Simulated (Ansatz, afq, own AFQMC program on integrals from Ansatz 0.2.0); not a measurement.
Integrals from Ansatz 0.2.0, then the random walk in our own AFQMC program (afq).

```yaml
crystal:
  periodic: [false, false, false]
  atoms:
    - {symbol: B, position_ang: [0.000000, 0.000000, 0.760224]}
    - {symbol: N, position_ang: [0.000000, 0.000000, -0.452169]}
    - {symbol: H, position_ang: [0.000000, 0.752173, -0.935269]}
    - {symbol: H, position_ang: [0.000000, -0.752173, -0.935269]}
basis:
  gaussian: {orbitals: cc-pVDZ}
magnetization: {spin_polarized: false}
correlation: {method: ccsd_t, electrons: outside_noble_gas, hamiltonian_folder: ham}
```

```sh
$ ansatz run in.yaml --threads 1 --pin off --events-out ev --progress --plain --max-ram 1382MiB
```

Options of the walk:

```
--method phaseless --trial cisd --walkers 70 --populations 1 --least-time 40 --time-step 0.005 --steps-per-block 50 --equilibration-blocks 28 --max-blocks 300 --target-error 0.00038 --factor-cut 1e-05 --seed 6772 --release-times 0.24,0.51,0.99,1.62,2.4 --release-step 0.03 --release-every 4 --taylor-order 6
```

Times are imaginary, in 1/Eh. The walk had a cap of 536 s.

Log:

```
orbitals 36  electrons 5 5  factors 290 of 353
reference energy -80.19126511 Eh
CCSD correlation -0.24866483 Eh in 10 cycles, weight of the determinant in the CISD state 0.8949
energy of the start -80.439930 Eh
 block  time / (1/Eh)  mean weight  energy / Eh
     1     0.250  0.9982  -80.437856
     2     0.500  0.9994  -80.440762
     3     0.750  1.0013  -80.442703
     4     1.000  1.0007  -80.447727
     5     1.250  0.9986  -80.451282
    10     2.500  1.0013  -80.447398
    25     6.250  1.0001  -80.439714
    29     7.250  0.9991  -80.443218
    49    12.250  0.9997  -80.445516
    61    15.250  0.9999  -80.457257
    69    17.250  1.0017  -80.444060
    89    22.250  1.0006  -80.442900
   109    27.250  1.0025  -80.447421
   129    32.250  1.0007  -80.452096
   149    37.250  1.0022  -80.444802
   169    42.250  1.0016  -80.450084
   185    46.250  0.9984  -80.449706
blocks merged  error / Eh  count
     1  0.000292  160
     2  0.000336  80
     4  0.000371  40
     8  0.000372  20
    16  0.000390  10
released: time / (1/Eh)  energy / Eh  error  mean overlap
  0.24  -80.447362  0.000551  0.9976
  0.51  -80.447379  0.000433  0.9853
  0.99  -80.447214  0.000552  0.9783
  1.62  -80.447151  0.000601  0.9793
  2.40  -80.447462  0.000630  0.9683
energy -80.447437 +/- 0.000372 Eh
(rows thinned)
```

The run passed its tests (sampling time, drift between the halves within three errors, error under three times the target), which doesn't prove that it has relaxed.

Against this walk (error 10.1 meV) on the same determinant: CCSD(T) 32.3 meV higher, CCSDT(Q) 4.9 meV higher (within the noise). The error is statistical and leaves out the bias of the constraint. Released to 2.40 1/Eh the energy moves by -1 ± 20 meV (both errors), within twice the noise.

Cautions: constraint bias not in the error; restricted determinant unstable towards unrestricted (UHF 39 meV lower, ⟨S²⟩ 0.24).

The walk took 98 s on 1 thread of Arm Neoverse V2, on a shared host. The log's last line is the phaseless energy.

CCSDT and higher add their correlation energy to the determinant of the CCSD(T) run, since their own runs factorise the integrals more tightly (a shift of under 2 meV). A walk keeps the symmetry of its determinant, which the program's search chose and which needn't be the lowest solution, so a lower state of the same spin and another symmetry isn't excluded.
